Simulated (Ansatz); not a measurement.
The input, for Ansatz 0.2.0:

```yaml
crystal:
  periodic: [false, false, false]
  atoms:
    - {symbol: Si, position_ang: [0.000000, 0.000000, 0.650177]}
    - {symbol: C, position_ang: [0.000000, 0.000000, -1.214577]}
    - {symbol: H, position_ang: [0.000000, -0.906814, -1.821841]}
    - {symbol: H, position_ang: [0.000000, 0.906814, -1.821841]}
basis:
  gaussian: {orbitals: cc-pVTZ}
total_charge: 1
magnetization: {spin_polarized: true, initial_magnetization: 1}
hamiltonian: {xc: {name: B3LYP}}
```

```sh
$ ansatz run in.yaml --threads 2 --pin off --events-out ev --progress --plain --max-ram 24576MiB --backend cuda --devices 0, --max-vram 18GiB
```

Output:

```
568 factors; their error is unknown
mean field evaluation 1: about -8908.4775 eV, gradient 6.9e1 eV
mean field evaluation 2: about -8764.3958 eV, gradient 1.1e2 eV
mean field evaluation 4: about -8934.0873 eV, gradient 2.0e1 eV
mean field evaluation 8: about -8937.2933 eV, gradient 1.6e-1 eV
mean field evaluation 16: about -8937.3140 eV, gradient 2.0e-4 eV
mean field evaluation 32: about -8935.6345 eV, gradient 1.2e0 eV
mean field -8937.31403663 eV, -328.4402329170 hartree, gradient 1.5e-5 eV, S^2 0.752981; 2 other end points of the search recorded, 0 dependent functions left out
reference -8937.31422881 eV, -328.4402399796 hartree; 11, 10 occupied and 81, 82 virtual orbitals, 568 factors
Total energy: -8937.31422881 eV, -328.4402399796 hartree
```

Ran on 2 threads of AMD EPYC 7R13 with a shared H100 80 GB, shared host: 7.5 s wall, 0.78 GiB peak host memory.
